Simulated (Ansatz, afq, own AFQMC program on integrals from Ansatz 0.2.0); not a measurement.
**Where AFQMC and coupled cluster stand for CHSi, quartet**

```xyz
3

Si    0.0000    0.0869    0.6080
C     0.0000   -0.2500   -1.2543
H     0.0000    0.5571   -1.9954
```

Connectivity, by distances: Si–CH.

Basis cc-pVDZ. Noble-gas cores (and the filled d shells of Ga–Kr and In–Xe) are frozen. Ansatz 0.2.0 and our own AFQMC program on the same integrals; the CISD trial comes from CCSD amplitudes, and released means the phaseless constraint is let go. Free AFQMC starts from the CCSD state and is never constrained. Its projection time is finite, and what remains of the start isn't in its error. ± is one standard error of the sampling.

Determinant: UHF, the one that the program's search chose, which needn't be the lowest solution. The geometry is a point of a scan.

No full CI on the walks' own integrals is used here; CCSDT(Q) serves as the reference and is uncertain by about the last step of the cluster series.

Cautions: lower spins were not checked.

- T1 diagnostic: 0.0329
- weight of the determinant in the CISD state: 0.874
- ⟨S²⟩ of the determinant: 3.779
- size of the correlated space: 9 electrons in 31 orbitals

```
  level  correlation energy (eV)
    MP2                  -3.8620
   CCSD                  -4.8457
CCSD(T)                  -4.9885
```

**Question.** Estimate where phaseless AFQMC with the Hartree–Fock trial lies against CCSD(T) on the same integrals.

**Answer.** 0.32 ± 2.15 mEh below CCSD(T). The gap is under twice the noise, so this walk alone can't tell the two apart.

Reference: CCSDT(Q), correlation energy -5.037 eV. The released energy is read at 2.40 1/Eh (meV from the phaseless value at times in 1/Eh: -28 ± 14 at 0.24, -18 ± 12 at 0.51, -33 ± 10 at 0.99, -41 ± 11 at 1.62, -14 ± 14 at 2.40).

| level | E − E(reference) (mEh) | share of correlation (%) |
| --- | --- | --- |
| CCSD(T) | 1.80 | 99.03 |
| CCSDT | 0.35 | 99.81 |
| ph-AFQMC/HF | 1.47 ± 2.15 | 99.20 |
| ph-AFQMC/CISD | 1.56 ± 0.34 | 99.16 |
| released AFQMC | 1.03 ± 0.52 | 99.45 |
| free AFQMC | 0.28 ± 0.55 | 99.85 |

Free projections are given only where their last times agree within the noise and don't stop above the reference; a slow remainder of the start can still hide under it. A walk keeps the symmetry of its determinant, which the program's search chose and which needn't be the lowest solution, so a lower state of the same spin and another symmetry isn't excluded. Released energies are given only where the last usable release times agree within the noise; a slower fall can still hide under it.
